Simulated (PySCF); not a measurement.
## Running PySCF for CH

The script input.py:

```python
from pyscf import gto, scf

mol = gto.M(
    atom='H 0 0 0; C 0 0 1.03',
    basis='cc-pvdz',
    charge=0,
    spin=1,
    verbose=4,
)
mf = scf.ROHF(mol)
mf.kernel()
mf.nuc_grad_method().kernel()
mf.dip_moment()
print('orbital energies (hartree):', mf.mo_energy[..., max(0, mol.nelec[1]-3):mol.nelec[0]+3].round(4))
```

```bash
$ OMP_NUM_THREADS=1 python input.py
```

The log (some set-up lines and the per-cycle HOMO/LUMO lines with their warnings removed):

```
PySCF version 2.14.0

[INPUT] verbose = 4
[INPUT] num. atoms = 2
[INPUT] num. electrons = 7
[INPUT] charge = 0
[INPUT] spin (= nelec alpha-beta = 2S) = 1
[INPUT] symmetry False subgroup None
[INPUT] Mole.unit = angstrom
[INPUT] Symbol           X                Y                Z      unit          X                Y                Z       unit  Magmom
[INPUT]  1 H      0.000000000000   0.000000000000   0.000000000000 AA    0.000000000000   0.000000000000   0.000000000000 Bohr   0.0
[INPUT]  2 C      0.000000000000   0.000000000000   1.030000000000 AA    0.000000000000   0.000000000000   1.946417908302 Bohr   0.0

nuclear repulsion = 3.08258569467961
number of shells = 8
number of NR pGTOs = 33
number of NR cGTOs = 19
basis = cc-pvdz
ecp = {}

******** <class 'pyscf.scf.rohf.ROHF'> ********
method = ROHF
initial guess = minao
damping factor = 0
level_shift factor = 0
DIIS = <class 'pyscf.scf.diis.CDIIS'>
diis_start_cycle = 1
diis_space = 8
diis_damp = 0
SCF conv_tol = 1e-09
SCF conv_tol_grad = None
SCF max_cycles = 50
direct_scf = True
direct_scf_tol = 1e-13
num. doubly occ = 3  num. singly occ = 1
Set gradient conv threshold to 3.16228e-05
init E= -37.979435799289

cycle= 1 E= -38.2393714515492  delta_E= -0.26  |g|= 0.214  |ddm|= 0.951
cycle= 2 E= -38.2622814933842  delta_E= -0.0229  |g|= 0.0558  |ddm|= 0.266
cycle= 3 E= -38.2632861166431  delta_E= -0.001  |g|= 0.013  |ddm|= 0.0506
cycle= 4 E= -38.2634072087518  delta_E= -0.000121  |g|= 0.00202  |ddm|= 0.0254
cycle= 5 E= -38.263410462996  delta_E= -3.25e-06  |g|= 0.0003  |ddm|= 0.00531
cycle= 6 E= -38.2634105510727  delta_E= -8.81e-08  |g|= 5.22e-05  |ddm|= 0.000995
cycle= 7 E= -38.2634105536998  delta_E= -2.63e-09  |g|= 7.03e-06  |ddm|= 0.00012
cycle= 8 E= -38.2634105537384  delta_E= -3.86e-11  |g|= 4.75e-07  |ddm|= 1.34e-05
Extra cycle  E= -38.2634105537385  delta_E= -1.71e-13  |g|= 1.5e-07  |ddm|= 6.5e-07
converged SCF energy = -38.2634105537385

******** <class 'pyscf.grad.rohf.Gradients'> for <class 'pyscf.scf.rohf.ROHF'> ********
unit = Eh/Bohr
--------------- ROHF gradients ---------------
         x                y                z
0 H     0.0000000000    -0.0000000000     0.0705114433
1 C    -0.0000000000     0.0000000000    -0.0705114433
----------------------------------------------
Dipole moment(X, Y, Z, Debye): -0.00000, -0.00000, -1.76300
orbital energies (hartree): [-11.3024  -0.8548  -0.4524  -0.1248   0.0628   0.2188   0.644 ]
```

In short: E(SCF) = -38.263411 Eh, 8 cycles, μz(SCF) = -1.76 D, gradient on the second atom -0.0705 Eh/bohr.

Hardware: Arm Neoverse V2, 1 thread, shared host. Wall time 0.65 s, peak memory 0.14 GiB.

The bond length is a typed value, not an optimised one. No search for the lowest solution was made.
